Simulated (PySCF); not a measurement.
Lithium diatomic, Li2.
Z-matrix (Å and degrees, PBE0-D3(BJ)/def2-TZVP geometry), rows numbered from 1:
```
Li
Li  1  2.7447
```

Computed, not measured: PBE0-D3(BJ)/def2-TZVP geometry optimisation, gas phase (PySCF 2.14.0).

Masses are those of the commonest isotopes; rigid-rotor values at the optimised geometry. 

**Question.** What are the moment of inertia and the rotational constant?

**Answer.** I = 26.428 u·Å², B = 505379 MHz·u·Å²/I = 19123 MHz (0.6379 cm⁻¹, or 0.918 K as hB/k). For two atoms I = μr² with μ = 3.5080 u and r = 2.7447 Å.

**Question.** List the first levels of a rigid rotor in a Σ state.

**Answer.** E(J) = BJ(J+1): J = 1: 1.276, J = 2: 3.827, J = 3: 7.654, J = 4: 12.757, J = 5: 19.136, J = 6: 26.790 cm⁻¹.

**Question.** Has it a pure rotational spectrum?

**Answer.** Not by electric dipole: D∞h allows no dipole (computed 0.00 D). Rotational Raman lines (ΔJ = 2) lie at B(4J + 6), spaced by 4B = 2.551 cm⁻¹, with nuclear-spin weights that differ between even and odd J.

No frequency check. Zero-point vibration and centrifugal distortion are left out.
